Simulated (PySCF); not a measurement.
Species: C3H9S (charge +1).
Numbering: `[CH3:1][S+:2]([CH3:3])[CH3:4]` (hydrogens: H5, H6, H7 on C1; H8, H9, H10 on C3; H11, H12, H13 on C4)

The same species was optimised twice, with GFN2-xTB and with PBE0-D3(BJ)/def2-SVP (PySCF), and the same property calculations (PySCF, gas phase) were run on both structures.

```json
{"coordinate": "C1–S2 (Å)", "GFN2-xTB": "1.809", "PBE0-D3(BJ)/def2-SVP": "1.795", "change": "-0.014"}
{"coordinate": "S2–C4 (Å)", "GFN2-xTB": "1.809", "PBE0-D3(BJ)/def2-SVP": "1.795", "change": "-0.014"}
{"coordinate": "S2–C3 (Å)", "GFN2-xTB": "1.809", "PBE0-D3(BJ)/def2-SVP": "1.796", "change": "-0.013"}
{"coordinate": "C1–H5 (Å)", "GFN2-xTB": "1.086", "PBE0-D3(BJ)/def2-SVP": "1.099", "change": "+0.013"}
{"coordinate": "C3–H8 (Å)", "GFN2-xTB": "1.086", "PBE0-D3(BJ)/def2-SVP": "1.099", "change": "+0.013"}
{"coordinate": "C4–H11 (Å)", "GFN2-xTB": "1.086", "PBE0-D3(BJ)/def2-SVP": "1.099", "change": "+0.013"}
{"coordinate": "C1–H6 (Å)", "GFN2-xTB": "1.087", "PBE0-D3(BJ)/def2-SVP": "1.099", "change": "+0.012"}
{"coordinate": "C4–H12 (Å)", "GFN2-xTB": "1.087", "PBE0-D3(BJ)/def2-SVP": "1.099", "change": "+0.012"}
{"coordinate": "C3–H10 (Å)", "GFN2-xTB": "1.087", "PBE0-D3(BJ)/def2-SVP": "1.099", "change": "+0.012"}
{"coordinate": "C1–H7 (Å)", "GFN2-xTB": "1.087", "PBE0-D3(BJ)/def2-SVP": "1.099", "change": "+0.012"}
{"coordinate": "C3–H9 (Å)", "GFN2-xTB": "1.087", "PBE0-D3(BJ)/def2-SVP": "1.099", "change": "+0.012"}
{"coordinate": "C4–H13 (Å)", "GFN2-xTB": "1.087", "PBE0-D3(BJ)/def2-SVP": "1.098", "change": "+0.011"}
{"coordinate": "C1–S2–C4 (°)", "GFN2-xTB": "100.1", "PBE0-D3(BJ)/def2-SVP": "103.1", "change": "+3.0"}
{"coordinate": "C3–S2–C4 (°)", "GFN2-xTB": "100.1", "PBE0-D3(BJ)/def2-SVP": "103.0", "change": "+2.9"}
{"coordinate": "C1–S2–C3 (°)", "GFN2-xTB": "100.1", "PBE0-D3(BJ)/def2-SVP": "103.1", "change": "+3.0"}
{"coordinate": "S2–C3–H10 (°)", "GFN2-xTB": "108.4", "PBE0-D3(BJ)/def2-SVP": "107.2", "change": "-1.2"}
{"coordinate": "S2–C1–H6 (°)", "GFN2-xTB": "108.4", "PBE0-D3(BJ)/def2-SVP": "107.2", "change": "-1.2"}
{"coordinate": "S2–C4–H12 (°)", "GFN2-xTB": "108.4", "PBE0-D3(BJ)/def2-SVP": "107.2", "change": "-1.2"}
{"coordinate": "S2–C1–H7 (°)", "GFN2-xTB": "108.3", "PBE0-D3(BJ)/def2-SVP": "107.2", "change": "-1.1"}
{"coordinate": "S2–C3–H9 (°)", "GFN2-xTB": "108.3", "PBE0-D3(BJ)/def2-SVP": "107.2", "change": "-1.1"}
```

Rotational constants: A = 6012, B = 6006, C = 3840 MHz (GFN2-xTB) against A = 6054, B = 6047, C = 3748 MHz (PBE0-D3(BJ)/def2-SVP). Atoms that the bonding makes alike are paired by their places after alignment.

On the GFN2-xTB structure: lowest singlet, TDDFT (eV) 8.32 [PBE0/def2-SVPD]; lowest triplet, Tamm–Dancoff (eV) 7.02 [PBE0/def2-SVPD]; isotropic polarisability (au) 52.4 [PBE0/def2-SVPD]; HOMO (eV) -14.53 [PBE0/def2-SVPD]; LUMO (eV) -4.81 [PBE0/def2-SVPD]; HOMO (eV) -14.63 [PBE0/pcSseg-1]; LUMO (eV) -4.82 [PBE0/pcSseg-1]; GIAO shielding of C1/C3/C4 (mean) (ppm) 153.0 [PBE0/pcSseg-1]; GIAO shielding of S2 (ppm) 468.0 [PBE0/pcSseg-1].

What do these properties become on the PBE0-D3(BJ)/def2-SVP structure?

```json
{"property": "lowest singlet, TDDFT (eV)", "level": "PBE0/def2-SVPD", "on GFN2-xTB": "8.32", "on PBE0-D3(BJ)/def2-SVP": "8.28", "change": "-0.04"}
{"property": "lowest triplet, Tamm–Dancoff (eV)", "level": "PBE0/def2-SVPD", "on GFN2-xTB": "7.02", "on PBE0-D3(BJ)/def2-SVP": "7.02", "change": "0.00"}
{"property": "isotropic polarisability (au)", "level": "PBE0/def2-SVPD", "on GFN2-xTB": "52.4", "on PBE0-D3(BJ)/def2-SVP": "53.1", "change": "+0.7"}
{"property": "HOMO (eV)", "level": "PBE0/def2-SVPD", "on GFN2-xTB": "-14.53", "on PBE0-D3(BJ)/def2-SVP": "-14.23", "change": "+0.30"}
{"property": "LUMO (eV)", "level": "PBE0/def2-SVPD", "on GFN2-xTB": "-4.81", "on PBE0-D3(BJ)/def2-SVP": "-4.53", "change": "+0.28"}
{"property": "energy, GFN2-xTB geometry as zero (kcal/mol)", "level": "PBE0/def2-SVPD", "on GFN2-xTB": "0.0", "on PBE0-D3(BJ)/def2-SVP": "-1.1", "change": "-1.1"}
{"property": "HOMO (eV)", "level": "PBE0/pcSseg-1", "on GFN2-xTB": "-14.63", "on PBE0-D3(BJ)/def2-SVP": "-14.33", "change": "+0.30"}
{"property": "LUMO (eV)", "level": "PBE0/pcSseg-1", "on GFN2-xTB": "-4.82", "on PBE0-D3(BJ)/def2-SVP": "-4.53", "change": "+0.29"}
{"property": "energy, GFN2-xTB geometry as zero (kcal/mol)", "level": "PBE0/pcSseg-1", "on GFN2-xTB": "0.0", "on PBE0-D3(BJ)/def2-SVP": "-0.8", "change": "-0.8"}
{"property": "GIAO shielding of C1/C3/C4 (mean) (ppm)", "level": "PBE0/pcSseg-1", "on GFN2-xTB": "153.0", "on PBE0-D3(BJ)/def2-SVP": "154.8", "change": "+1.8"}
{"property": "GIAO shielding of S2 (ppm)", "level": "PBE0/pcSseg-1", "on GFN2-xTB": "468.0", "on PBE0-D3(BJ)/def2-SVP": "459.7", "change": "-8.3"}
```

The heavy atoms differ by 0.038 Å rms after alignment. Among all bonds C1–S2, C1–H5, S2–C3, S2–C4, C3–H8 and C4–H11 change most and about equally (-0.014 to +0.013 Å). Changes are differences of the printed values. Neither structure is proved a minimum here. Geometry: PBE0-D3(BJ)/def2-SVP; no solvent, vibrations or thermal averaging.
